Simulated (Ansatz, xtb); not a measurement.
Two isomers of CHNS−

Structure X is the doublet with the links of `[H]/N=[C]\[S-]` and structure Y is the doublet with the links of `[H]/[C]=N\[S-]`. Both are isolated ions in the gas phase, relaxed with BLYP-D3(BJ)/def2-SVPD.

X (Å):

| atom | x (Å) | y (Å) | z (Å) |
| --- | --- | --- | --- |
| C | -0.2591 | 0.0549 | 0.2428 |
| N | -1.1753 | 0.2455 | -0.6201 |
| S | 1.3153 | 0.5386 | 0.6818 |
| H | -0.9291 | 0.9504 | -1.3611 |

Y (Å):

```xyz
4

C    -0.3702    2.2117    1.3484
N     0.7250    1.6392    1.2382
S     1.6592    0.4714    0.3590
H    -1.2431    1.9968    0.6607
```

Quicker runs give these differences E(Y) − E(X): GFN2-xTB +15.3 kcal/mol; HF/STO-3G +29.4 kcal/mol (at GFN2-xTB geometries); r2SCAN-D4/def2-SVPD +30.4 kcal/mol (at GFN2-xTB geometries).

Task: Estimate E(Y) − E(X) at the level CCSD(T)/def2-SVPD.

Result: Calculated at CCSD(T)/def2-SVPD: E(Y) − E(X) = +28.0 kcal/mol, so structure X lies lower.

How the difference moves with the method:

| level | geometry | E(Y) − E(X) (kcal/mol) | departure from the last row (kcal/mol) | job, with rough time for the two |
| --- | --- | --- | --- | --- |
| GFN2-xTB | GFN2-xTB | +15.3 | −12.7 | optimisation, 0.084 s |
| HF/STO-3G | GFN2-xTB | +29.4 | +1.4 | single point, 0.4 s |
| r2SCAN-D4/def2-SVPD | GFN2-xTB | +30.4 | +2.4 | single point, 4.6 s |
| BLYP-D3(BJ)/def2-SVPD | BLYP-D3(BJ)/def2-SVPD | +25.6 | −2.4 | optimisation, 34 s |
| HF/def2-SVPD | BLYP-D3(BJ)/def2-SVPD | +36.0 | +8.0 | part of the CCSD(T) run |
| MP2/def2-SVPD | BLYP-D3(BJ)/def2-SVPD | +29.1 | +1.0 | part of the CCSD(T) run |
| CCSD(T)/def2-SVPD | BLYP-D3(BJ)/def2-SVPD | +28.0 |  | single point, 16 s |

As drawn, Y has 1 C–H, 1 N–S in place of 1 N–H, 1 C–S.

None of the levels shown reverses the order. The largest departure from CCSD(T)/def2-SVPD is that of GFN2-xTB, 12.7 kcal/mol. MP2 in a larger basis moves the difference by +1.7 kcal/mol, a step that isn't added because spin contamination makes open-shell MP2 unreliable in this search.

With harmonic frequencies from BLYP-D3(BJ)/def2-SVPD (ideal gas, rigid rotor, one conformer each, 298.15 K, 1 atm): on the last row, ΔE + ΔZPE = +27.1, ΔH = +27.3, ΔG = +27.1 kcal/mol.

Open shells are spin-unrestricted, with notable spin contamination under HF/STO-3G. The correlated steps freeze 7 core orbitals. Codes used: Ansatz 0.2.0, xtb 6.7.1; the last row on 1 thread of Arm Neoverse V2 on a shared host.
